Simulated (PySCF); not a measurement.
Two species compared at the same levels of theory.

First species: diacetylene, C4H2.
SMILES: `C#CC#C`

Second species: CH₁₁NSi₄.
SMILES: `[H]/N=C\[SiH2][SiH]([SiH3])[SiH3]`

Levels: PBE0/def2-SVPD for dipole moment, HOMO energy, LUMO energy, HOMO–LUMO gap, static isotropic polarisability and electronic spatial extent ⟨r²⟩ about the centre of nuclear charge; TDDFT PBE0/def2-SVPD for lowest singlet excitation; TDA PBE0/def2-SVPD for lowest triplet excitation (Tamm–Dancoff); ΔSCF PBE0/def2-SVPD for vertical ionisation energy; PBE0-D3(BJ)/def2-SVP for smallest rotational constant. Geometries: PBE0-D3(BJ)/def2-SVP. All species are isolated and taken at one optimised geometry, non-relativistic unless stated. Electronic properties by PySCF.

Dipoles, sizes and rotational constants follow the conformer. The torsions of the flexible species, by atom-mapped SMILES:
- `[H]/[N:1]=[CH:2]\[SiH2:3][SiH:4]([SiH3:5])[SiH3:6]`: N1–C2–Si3–Si4 -98°, C2–Si3–Si4–Si5 -63°

Problem. Which has the higher LUMO energy?

Solution. The first: -0.93 eV against -1.28 eV, a difference of 0.35 eV.

Problem. Which has the higher HOMO–LUMO gap?

Solution. The first: 6.74 eV against 6.01 eV, a difference of 0.73 eV.

Problem. Which of the two has the higher vertical ionisation energy, and by how much?

Solution. The first: 9.94 eV against 9.10 eV, a difference of 0.84 eV.

Problem. Which of the two has the higher S1 energy, and by how much?

Solution. The first: 4.73 eV against 4.22 eV, a difference of 0.51 eV.

Problem. Which has the higher T1 energy?

Solution. The first: 3.70 eV against 3.37 eV, a difference of 0.33 eV.

Problem. Which of the two has the higher static isotropic polarisability, and by how much?

Solution. The second: 142.1 au against 48.2 au, a difference of 93.9 au.

Problem. Which has the higher dipole moment?

Solution. The second: 1.93 D against 0.00 D, a difference of 1.93 D.

Problem. Which of the two has the higher HOMO energy, and by how much?

Solution. The second: -7.29 eV against -7.67 eV, a difference of 0.38 eV.

On the first: No computed singlet falls in the visible range (750 to 380 nm, 1.65 to 3.26 eV); S1 lies 1.47 eV above its blue end. Point group D∞h forbids a permanent dipole, so the rigid molecule has no electric-dipole pure rotational spectrum.

On the second: In wavenumbers S1 is 34100 cm⁻¹ (1 eV = 8065.54 cm⁻¹). A dipole of 1.93 D is allowed in C1, and pure rotational transitions are dipole-allowed.
